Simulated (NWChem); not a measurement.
## Total energies of diphosphorus (P2)

```xyz
2

P      0.0000     0.0000     0.9455
P      0.0000     0.0000    -0.9455
```
Charge 0, spin multiplicity 1.

The numbers come from NWChem runs, not from measurements. The geometry was optimised at PBE0/def2-SVP, a minimum by its harmonic frequencies.

Basis set: 3-21G (26 functions).

```json
[
 {"method": "RHF", "total energy (Ha)": "-677.97616"},
 {"method": "MP2", "total energy (Ha)": "-678.11936"},
 {"method": "B2PLYP", "total energy (Ha)": "-678.91310"},
 {"method": "PBE", "total energy (Ha)": "-678.87612"},
 {"method": "B3LYP", "total energy (Ha)": "-679.22600"},
 {"method": "LC-wPBE (omega 0.3 per bohr)", "total energy (Ha)": "-678.88679"},
 {"method": "CCSD(T)", "total energy (Ha)": "-678.12355"}
]
```

Total energies of different functionals aren't comparable as a measure of quality: only differences taken within one method are. 

The correlated methods keep 10 core orbitals frozen. B3LYP has NWChem's definition, with VWN1-RPA local correlation. Coupled-cluster values serve here as a point of comparison, not as the truth.
